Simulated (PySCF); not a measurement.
# Solver options tried on MgF

Aim: find out which solver settings change the answer for MgF.

Computed with PySCF 2.14.0. Level: each script names its method and basis.

2 further runs of the same task are left out: 2 that didn't finish.

**1. The starting structure**

MgF: 2 atoms, charge 0, spin multiplicity 2.

Bond lengths: Mg1–F2 1.832 Å.

**2. The run that the others are compared with**

Input file input.py:

```python
from pyscf import gto, scf, mcscf

mol = gto.M(
    atom='Mg 0 0 0; F 0 0 1.832',
    basis='aug-cc-pvdz',
    charge=0,
    spin=1,
    symmetry=True,
    verbose=4,
)
mf = scf.ROHF(mol)
mf.kernel()
mc = mcscf.CASCI(mf, 8, 9)
mc.kernel()
mc.analyze()
mf.dip_moment()
print('orbital energies (hartree):', mf.mo_energy[..., max(0, mol.nelec[1]-3):mol.nelec[0]+3].round(4))
```

Launch:

```
OMP_NUM_THREADS=1 python input.py
```

The log of this run is left out.

In short: E(SCF) = -299.114520 Eh, 9 cycles, E(CAS) − E(SCF) = -0.00004 Eh, μ = 3.60 D (of the SCF density).

The bond length is a typed value, not an optimised one.

**3. Initial guess random**

Run 1 changes initial guess: minao → random.

Input file input.py:

```python
from pyscf import gto, scf, mcscf

mol = gto.M(
    atom='Mg 0 0 0; F 0 0 1.832',
    basis='aug-cc-pvdz',
    charge=0,
    spin=1,
    symmetry=True,
    verbose=4,
)
mf = scf.ROHF(mol)
mf.init_guess = 'random'
mf.kernel()
mc = mcscf.CASCI(mf, 8, 9)
mc.kernel()
mc.analyze()
mf.dip_moment()
print('orbital energies (hartree):', mf.mo_energy[..., max(0, mol.nelec[1]-3):mol.nelec[0]+3].round(4))
```

Launch:

```
OMP_NUM_THREADS=1 python input.py
```

**4. Cycle limit 200**

Run 2 changes cycle limit: 50 → 200.

Changes to input.py since step 2:

```diff
@@ -11,2 +11,3 @@
 mf = scf.ROHF(mol)
+mf.max_cycle = 200
 mf.kernel()
```

**5. Convergence threshold 1e-05 hartree**

Run 3 changes convergence threshold: default → 1e-05 hartree.

Changes to input.py since step 2:

```diff
@@ -11,2 +11,3 @@
 mf = scf.ROHF(mol)
+mf.conv_tol = 1e-05
 mf.kernel()
```

**6. Point-group symmetry off**

Run 4 changes point-group symmetry: on → off.

Changes to input.py since step 2:

```diff
@@ -7,3 +7,2 @@
     spin=1,
-    symmetry=True,
     verbose=4,
```

What does the calculation give? Wanted: for each run, E(SCF); from base; SCF dipole; after the SCF.

**Answer**, as computed:

```csv
run,E(SCF) (hartree),from base (eV),cycles,SCF dipole (D),after the SCF
base,-299.114520,0,9,3.60,CASCI correlation -0.001 eV
initial guess random,-299.114520,0.0000,9,3.60,CASCI correlation -0.001 eV
cycle limit 200,-299.114520,0.0000,9,3.60,CASCI correlation -0.001 eV
convergence threshold 1e-05 hartree,-299.114520,0.0000,6,3.60,CASCI correlation -0.001 eV
point-group symmetry off,-299.114520,0.0000,9,3.60,CASCI correlation -0.001 eV
```

Distance from each run's final energy (log10 hartree) by cycle:

```csv
run,cycle 1,cycle 2,cycle 3,cycle 5,cycle 8,cycle 12
base,-1.1,-1.4,-3.0,-6.0,-9.1,done
initial guess random,-1.1,-1.4,-3.0,-6.0,-9.1,done
cycle limit 200,-1.1,-1.4,-3.0,-6.0,-9.1,done
convergence threshold 1e-05 hartree,-1.1,-1.4,-3.0,-6.0,done,done
point-group symmetry off,-1.1,-1.4,-3.0,-6.0,-9.1,done
```

What this shows: No change of the SCF energy comes from initial guess random or cycle limit 200 or convergence threshold 1e-05 hartree or point-group symmetry off. PySCF falls back to minao for a guess that it doesn't know or can't read, so that run repeats the base. With initial guess random, cycle limit 200, point-group symmetry off the path hardly changes: 9 cycles against 9.
